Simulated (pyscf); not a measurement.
H₂C=CH–SiH₃ + H• -> H₂C=CH–SiH₃ + H• (substitution at Si; doublet surface; H–Si broken, H–Si formed). Optimised with ωB97X-D3(BJ)/def2-SVP in PySCF. Energies in eV from the separated reactants.

```
level                   barrier  reaction energy
----------------------  -------  ---------------
ωB97X-D3(BJ)/def2-TZVP     0.47             0.00
PBE/def2-TZVP              0.20             0.00
r²SCAN/def2-TZVP              ?             0.00
B3LYP-D3(BJ)/def2-TZVP        ?             0.00
ωB97M-D3(BJ)/def2-TZVP     0.47             0.00
HF/def2-TZVP               1.18             0.00
```

Some entries are withheld; supply them.


- r²SCAN/def2-TZVP, barrier: 0.17
- B3LYP-D3(BJ)/def2-TZVP, barrier: 0.30

The functionals in the table span 0.31 eV in this barrier, from r²SCAN to ωB97X-D3(BJ)/def2-TZVP. The same reactants have a lower exit, to H₂C=CH–SiH₂• + H₂ (barrier +0.19 eV at ωB97M-D3(BJ)/def2-TZVP, against +0.47 eV here). One saddle was located; it need not be the lowest between these sides. The angle at the attacked Si is 63° (front-side attack).
